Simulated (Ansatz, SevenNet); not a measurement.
For zinc-blende AlP, the machine-learned potential SevenNet-0 (trained on PBE and PBE+U data) gives:

```
Item                              Result
------------------------------  --------
elastic constant C11             114 GPa
elastic constant C44            39.4 GPa
Voigt–Reuss–Hill shear modulus  30.7 GPa
```

Task: What does B3LYP (VWN-RPA form) (Ansatz, a quantum-chemistry and plane-wave program, plane waves, PAW) give for the same quantities?

Result: 
- elastic constant C11: 135 GPa (rises by 18 %)
- elastic constant C44: 68.4 GPa (rises by 74 %)
- Voigt–Reuss–Hill shear modulus: 53.9 GPa (grows by 76 %)

Changes are worked out from the printed values.

Unless a cell is named, each level is at its own relaxed cell (SevenNet-0 20.84, B3LYP (VWN-RPA form) 20.99 Å³/atom).

Ansatz's density-functional and Hartree–Fock values are scalar-relativistic unless marked +SOC, with PAW data made under PBE.
